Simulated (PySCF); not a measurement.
C2H5OS (charge -1).
Numbering: `[OH:1][CH2:2][CH2:3][S-:4]` (hydrogens: H5 on O1; H6, H7 on C2; H8, H9 on C3)

The same species was optimised twice, with GFN2-xTB and with PBE0-D3(BJ)/def2-SVP (PySCF), and the same property calculations (PySCF, gas phase) were run on both structures.

```tsv
coordinate	GFN2-xTB	PBE0-D3(BJ)/def2-SVP	change
C3–H8 (Å)	1.098	1.111	+0.013
C3–H9 (Å)	1.097	1.109	+0.012
C2–H7 (Å)	1.101	1.112	+0.011
C2–H6 (Å)	1.106	1.116	+0.010
C3–S4 (Å)	1.811	1.819	+0.008
O1–H5 (Å)	1.005	1.000	-0.005
O1–C2 (Å)	1.398	1.394	-0.004
C2–C3 (Å)	1.534	1.531	-0.003
S4–C3–H8 (°)	108.6	111.0	+2.4
S4–C3–H9 (°)	110.5	112.7	+2.2
H8–C3–H9 (°)	108.4	106.4	-2.0
C2–C3–H8 (°)	109.9	108.0	-1.9
O1–C2–H6 (°)	109.8	111.7	+1.9
C2–C3–H9 (°)	110.3	109.0	-1.3
C2–O1–H5 (°)	100.8	99.5	-1.3
C3–C2–H6 (°)	108.9	107.7	-1.2
O1–C2–C3–S4 (°)	-41	-49	-8
```

Rotational constants: A = 11898, B = 4141, C = 3286 MHz (GFN2-xTB) against A = 12128, B = 3957, C = 3214 MHz (PBE0-D3(BJ)/def2-SVP). Point groups within 0.08 Å: C1 and C1.

On the GFN2-xTB structure: HOMO (eV) 0.11 [PBE0/pcSseg-1]; LUMO (eV) 5.99 [PBE0/pcSseg-1]; GIAO shielding of O1 (ppm) 297.5 [PBE0/pcSseg-1]; GIAO shielding of C2 (ppm) 122.4 [PBE0/pcSseg-1]; GIAO shielding of C3 (ppm) 145.6 [PBE0/pcSseg-1]; GIAO shielding of S4 (ppm) 751.6 [PBE0/pcSseg-1].

Question: What do these properties become on the PBE0-D3(BJ)/def2-SVP structure?

Answer: 
| property | level | on GFN2-xTB | on PBE0-D3(BJ)/def2-SVP | change |
| --- | --- | --- | --- | --- |
| HOMO (eV) | PBE0/pcSseg-1 | 0.11 | 0.08 | -0.03 |
| LUMO (eV) | PBE0/pcSseg-1 | 5.99 | 5.95 | -0.04 |
| energy, GFN2-xTB geometry as zero (kcal/mol) | PBE0/pcSseg-1 | 0.0 | -0.7 | -0.7 |
| GIAO shielding of O1 (ppm) | PBE0/pcSseg-1 | 297.5 | 299.8 | +2.3 |
| GIAO shielding of C2 (ppm) | PBE0/pcSseg-1 | 122.4 | 117.9 | -4.5 |
| GIAO shielding of C3 (ppm) | PBE0/pcSseg-1 | 145.6 | 141.5 | -4.1 |
| GIAO shielding of S4 (ppm) | PBE0/pcSseg-1 | 751.6 | 729.3 | -22.3 |

The heavy atoms differ by 0.046 Å rms after alignment. Among all bonds C3–H8 and C3–H9 change most and about equally (+0.012 to +0.013 Å). Changes are differences of the printed values. Neither structure is proved a minimum here. Isolated species at its PBE0-D3(BJ)/def2-SVP geometry (one conformer only). The geometry's basis has no diffuse functions, a weakness for an anion.

The values belong to the conformer `[OH:1][CH2:2][CH2:3][S-:4]`: O1–C2–C3–S4 -49°, H–O1–C2–C3 34°.
